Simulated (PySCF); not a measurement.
trifluoromethane (CHF3), SMILES C(F)(F)F.

Coordinates come from a PBE0-D3(BJ)/def2-TZVP optimisation.

Computed with PBE0-D3(BJ)/def2-TZVP (PySCF).

Frequencies are harmonic and unscaled.

Modes within 1.5 cm⁻¹ of each other (mostly degenerate sets) share a row, with their intensities summed.

```
mode  ν (cm⁻¹)  IR (km/mol)  moving atoms (share of kinetic energy)
----  --------  -----------  --------------------------------------
1–2        510          4.5                                  F 92 %
3          707         13.5                          F 80 %, C 18 %
4         1159        101.1                          C 57 %, F 38 %
5–6       1181        580.7                  C 54 %, F 32 %, H 14 %
7–8       1397        110.4                          H 79 %, C 20 %
9         3131         35.9                           H 92 %, C 8 %
```
